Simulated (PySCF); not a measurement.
Choosing a basis for TDDFT

C5H6.
Cartesian coordinates in Å at the PBE0-D3(BJ)/def2-SVP level; atoms count from 1:
```xyz
11
C5H6 angstrom
C      3.0288    0.2434    0.4771
C      1.8293    0.0797    0.5750
C      0.4276   -0.1189    0.7119
C     -0.4603    0.0823   -0.2775
C     -1.9286   -0.1214   -0.1494
H      4.0892    0.3890    0.3884
H      0.0736   -0.4575    1.6941
H     -0.0840    0.4206   -1.2501
H     -2.2089   -0.4616    0.8581
H     -2.4767    0.8115   -0.3643
H     -2.2889   -0.8665   -0.8787
```

TDDFT with PBE0 (PySCF), vertical singlets, core orbitals frozen in the response, spherical d and f functions. Isolated species at its PBE0-D3(BJ)/def2-SVP geometry, gas phase.

```json
{"basis": "6-31G*", "functions": "82", "diffuse": "no", "S1 (eV)": "5.45", "S2 (eV)": "5.71", "S3 (eV)": "6.25", "S4 (eV)": "7.68", "S5 (eV)": "8.08", "LUMO (eV)": "-0.33", "α (au)": "52.4"}
{"basis": "def2-SVP", "functions": "100", "diffuse": "no", "S1 (eV)": "5.43", "S2 (eV)": "5.67", "S3 (eV)": "6.19", "S4 (eV)": "7.61", "S5 (eV)": "7.86", "LUMO (eV)": "-0.61", "α (au)": "55.7"}
{"basis": "def2-SVPD", "functions": "148", "diffuse": "yes", "S1 (eV)": "5.39", "S2 (eV)": "5.54", "S3 (eV)": "6.02", "S4 (eV)": "6.68", "S5 (eV)": "7.15", "LUMO (eV)": "-0.77", "α (au)": "64.9"}
{"basis": "def2-TZVP", "functions": "191", "diffuse": "no", "S1 (eV)": "5.38", "S2 (eV)": "5.52", "S3 (eV)": "6.03", "S4 (eV)": "7.26", "S5 (eV)": "7.45", "LUMO (eV)": "-0.74", "α (au)": "62.9"}
```

Q: Compare the sets with the largest diffuse one.

A: States are compared by their number. Against the only diffuse basis here (def2-SVPD, itself not a converged limit), sets without diffuse functions differ by up to 0.05 eV in S1 and 0.93 eV in S5. State by state, the largest deviation of a set without diffuse functions is S1 0.05, S2 0.17, S3 0.23, S4 1.00, S5 0.93 eV. The same number needn't mean the same state in each row. Against def2-SVPD the polarisability deviates by -19% in 6-31G*, -14% in def2-SVP, -3% in def2-TZVP.
